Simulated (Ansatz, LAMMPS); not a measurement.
Volume per atom of hcp Zn: levels of theory against measurement

Reference value: 14.86 Å³/atom (measured, copied from a table, unchecked, extrapolated to 0 K and zero-point effects removed; as tabulated in Lejaeghere et al. (2013), arXiv:1204.2733).

```csv
level (code),value (Å³/atom)
COMB comb3 (LAMMPS),15.27
LDA (Ansatz),13.62
PBE (Ansatz),15.24
rVV10 (Ansatz),___
r²SCAN+rVV10 (Ansatz),14.21
```

Question: What belongs in the gaps?

Answer: 
- rVV10 (Ansatz, a program for electronic structure), value (Å³/atom): 15.59

Errors against the reference: COMB comb3 +2.8 %, LDA -8.3 %, PBE +2.6 %, rVV10 +4.9 %, r²SCAN+rVV10 -4.4 %.

Leaving aside COMB comb3 (doubt noted below): Once the reference is moved by up to 2.0 % (a margin picked here for doubts on the reference and the settings) and values within 0.3 % count as equal, the nearest can be PBE (+2.6 %) or r²SCAN+rVV10 (-4.4 %). By the same margin the farthest can be LDA (-8.3 %) or rVV10 (+4.9 %).

COMB comb3: the cell has another shape than the first-principles one, perhaps another minimum in the same group. Cutoffs differ between the levels. Ansatz's density-functional and Hartree–Fock values are scalar-relativistic unless marked +SOC, with PAW data made under PBE.

Empirical potentials (COMB comb3) are fitted to chosen data: where that held the value shown, agreement is built in, and what lay outside the fit can be far off.

Differences are worked out from the printed values.
